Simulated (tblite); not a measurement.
Compound: C4H6ClF.
Numbering: `[F:1][C:2]1([CH2:3][Cl:4])[CH2:5][CH2:6]1` (hydrogens: H7, H8 on C3; H9, H10 on C5; H11, H12 on C6)

Cartesian coordinates in Å at the GFN2-xTB level; atoms count from 1:
```
atom  x, y, z in Å
F1    -0.2669    0.0141    1.8672
C2    -0.0276    0.0041    0.5107
C3     1.4667    0.0255    0.2850
Cl4    1.8646    0.0321   -1.4421
C5    -0.9896   -0.7734   -0.3236
C6    -1.0127    0.7331   -0.3405
H7     1.8991    0.9247    0.7299
H8     1.9268   -0.8595    0.7305
H9    -0.6043   -1.2960   -1.1846
H10   -1.7868   -1.2852    0.1924
H11   -1.8252    1.2334    0.1626
H12   -0.6430    1.2466   -1.2136
```

Computed with GFN2-xTB (tblite): harmonic, unscaled wavenumbers at the GFN2-xTB geometry, gas phase. Against measured fundamentals such values can be off by several per cent, at times by over 20. One conformer, not necessarily the lowest.

Harmonic wavenumbers (cm⁻¹): 73.2, 176.7, 296.4, 340.3, 391.1, 425.5, 707.4, 784.1, 788.6, 869.4, 905.1, 934.9, 1003.4, 1045.2, 1069.9, 1098.6, 1138.3, 1153.4, 1177.8, 1259.3, 1372.3, 1408.3, 1431.7, 1478.1, 2959.2, 2966.1, 3101.1, 3103.6, 3112.2, 3127.2.

A = 5252, B = 1964, C = 1629 MHz; mass 108.014 u (most abundant isotopes); point group Cs, symmetry number 1.

Problem. What is the zero-point energy?

Solution. ½Σν̃ = 19849 cm⁻¹ = 237.45 kJ/mol.

Problem. What is S at 298.15 K and 1 bar for an ideal gas of classical rigid rotors and harmonic oscillators?

Solution. Translation 167.25, rotation 114.43, vibration 52.92: S = 334.6 J/(mol K).

Problem. And Cp and H(298.15 K) − H(0)?

Solution. Cp = 101.17 J/(mol K), of which vibrations give 67.92 (their classical limit is 30 R = 249.4); H(298.15 K) − H(0) = 18.95 kJ/mol without the zero-point energy, 9.04 from vibrations.

Problem. What must be added to the electronic energy to get the Gibbs energy at 298.15 K and 1 bar?

Solution. ZPE + [H(298.15 K) − H(0)] − T·S = 237.45 + 18.95 − 99.76 = 156.64 kJ/mol.

Problem. Blend soft modes into free rotors: weight 1/[1 + (100 cm⁻¹/ν̃)⁴] for the oscillator and the rest for a rotor with moment μB/(μ + B), μ = h/(8π²ν), B = 10⁻⁴⁴ kg m². What vibrational entropy results?

Solution. 50.01 J/(mol K) in place of 52.92, which changes −T·S at 298.15 K by +0.87 kJ/mol.

Problem. Which modes carry the vibrational entropy at 298.15 K?

Solution. 73.2 cm⁻¹: 17.01; 176.7 cm⁻¹: 9.89; 296.4 cm⁻¹: 6.01; 340.3 cm⁻¹: 5.07; 391.1 cm⁻¹: 4.17; 425.5 cm⁻¹: 3.65 J/(mol K); the other 24 give 7.12 together.

Hindered rotation and anharmonicity are outside this model. Other conformers, if any are populated, would add a mixing term that is left out.
